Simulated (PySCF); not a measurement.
Input of a run (PBE0-D3(BJ)/def2-SVP geometry optimisation, gas phase (PySCF 2.14.0)), started from GFN2-xTB:
```
{"job": {"xc": "PBE0", "basis": "def2-SVP", "d3": "d3bj", "grid": 1, "kind": "geom"}, "charge": 0, "multiplicity": 1}
Si     1.749780     0.290610     0.114870
P      0.027520    -0.122650    -1.247630
Si    -1.769890     0.012960     0.074260
H      2.273990    -0.948190     0.690090
H      1.327310     1.185090     1.194720
H      2.776190     0.932680    -0.703810
H      0.137840    -1.493790    -1.194720
H     -2.335200    -1.319010     0.286160
H     -2.725330     0.864400    -0.631980
H     -1.444440     0.607220     1.372980
```

Output (energies in Eh, forces in Eh/bohr):
```
step   0  E = -923.87060318  max force = 0.022747
step   1  E = -923.87485376  max force = 0.004918
step   2  E = -923.87519384  max force = 0.002209
step   3  E = -923.87559866  max force = 0.002681
step   4  E = -923.87592906  max force = 0.005220
step   5  E = -923.87625508  max force = 0.012211
step   6  E = -923.87696257  max force = 0.006261
step   7  E = -923.87738219  max force = 0.004247
step   8  E = -923.87785264  max force = 0.000477
step   9  E = -923.87792209  max force = 0.000687
step  10  E = -923.87800514  max force = 0.000937
step  11  E = -923.87814841  max force = 0.001218
step  12  E = -923.87832971  max force = 0.002311
step  13  E = -923.87859406  max force = 0.002736
step  14  E = -923.87919136  max force = 0.000909
step  15  E = -923.87941482  max force = 0.000833
step  16  E = -923.87948828  max force = 0.000629
step  17  E = -923.87952972  max force = 0.000242
step  18  E = -923.87953383  max force = 0.000103
optimisation converged
```

**Question.** Summarise the run.

**Answer.** The energy falls by 0.243 eV over 19 energy and gradient evaluations, the largest force component goes from 0.0227 to 1.0e-04 Eh/bohr, and the atoms move by 0.918 Å rms after alignment. The bond that changes most is P2–H7 (three-coordinate phosphorus to P–H hydrogen), which lengthens by 0.054 Å. Bonds longer at the end by more than 0.005 Å: 9 of 9; shorter: 0. Among the angles that change most is Si1–P2–Si3, from 104.4° to 96.7°. Among the dihedrals that turn most is H7–P2–Si3–H8, from -11° to -74°. The energy never rose by more than 1e-6 Eh on the way. The first step brought 48 % of the lowering.

**Question.** What are the final bond lengths?

**Answer.** Si1–P2 2.263 Å, P2–Si3 2.263 Å, Si1–H4 1.496 Å, Si1–H5 1.494 Å, Si1–H6 1.493 Å, P2–H7 1.430 Å, Si3–H8 1.493 Å, Si3–H9 1.494 Å, Si3–H10 1.496 Å. Numbering counts from 1 in the input's order; the species is `[SiH3]P[SiH3]`.

The run used 89 basis functions and 113 SCF cycles in all. The run took 71 s wall on one thread, Arm Neoverse N1, no GPU, on a shared host.

Stationary, but not proved a minimum.
